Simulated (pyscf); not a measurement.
H₃Si–AsH–SiH₃ (SMILES [SiH3][AsH][SiH3]) → H₂Si=AsH (SMILES [SiH2]=[AsH]) + SiH₄ (SMILES [SiH4]), an elimination (singlet surface; H–Si, As–Si broken, H–Si formed). Single points on ωB97X-D3(BJ)/def2-SVP structures (PySCF, gas phase). Correlated levels are frozen-core, on RHF or UHF. ΔMP2 is the change of the MP2 total energy from the triple- to the quadruple-zeta basis. Energies in kcal/mol from the reactant's lowest minimum found.

Small-basis levels: PySCF, no dispersion term, spherical d functions. AM1 to PM7: differences of heats of formation from MOPAC, which are fitted to 298 K values and so differ in kind from electronic energies by zero-point and thermal terms. GFN2-xTB: tblite. Cost: rough CPU time at the saddle relative to B3LYP/6-31G*+LANL2DZ, from one job on a shared machine.

```tsv
level	barrier	reaction energy	cost
HF/STO-3G	131.1	+76.6	0.07
HF/3-21G	85.8	+33.2	0.09
HF/6-31G*+LANL2DZ	?	+35.1	0.10
MP2/6-31G*+LANL2DZ	68.7	+31.9	0.1
PBE/6-31G*+LANL2DZ	55.9	+35.0	2
B3LYP/3-21G	?	+31.0	1
B3LYP/6-31G*+LANL2DZ	62.6	+31.9	1
B3LYP/def2-SVP	61.2	+32.8	2
GFN2-xTB	55.5	+27.8	under 0.02
AM1	59.3	+32.6	under 0.02
PM3	42.7	+44.8	under 0.02
PM7	111.4	+63.6	under 0.02
CCSD(T)/def2-TZVPP + ΔMP2(QZVPP)	?	+36.9	–
```

**Question.** What belongs in the gaps?

**Answer.** 
- HF/6-31G*+LANL2DZ, barrier: 76.7
- B3LYP/3-21G, barrier: 72.1
- CCSD(T)/def2-TZVPP + ΔMP2(QZVPP), barrier: 58.8

Against the last row the barrier runs from -16.1 (PM3) to +72.3 kcal/mol (HF/STO-3G). At PM3 this geometry lies under one side, so the entry may be no barrier of that level: it is a single point on another level's saddle. CCSD(T)/def2-TZVPP + ΔMP2(QZVPP) has limits of its own. At the saddle there is also a short Si–Si contact that neither side keeps. This is the saddle that the search found; another between the same sides may lie lower. The CCSD(T) − MP2 part came from Ansatz, without density fitting, on the same reference. The frozen core leaves the outer d or s,p core shells of the metals and heavy elements correlated in the MP2 and CC values, and def2-TZVPP describes them poorly, which can shift differences by a few kcal/mol. In the def2 sets elements up to Kr have no core potential.
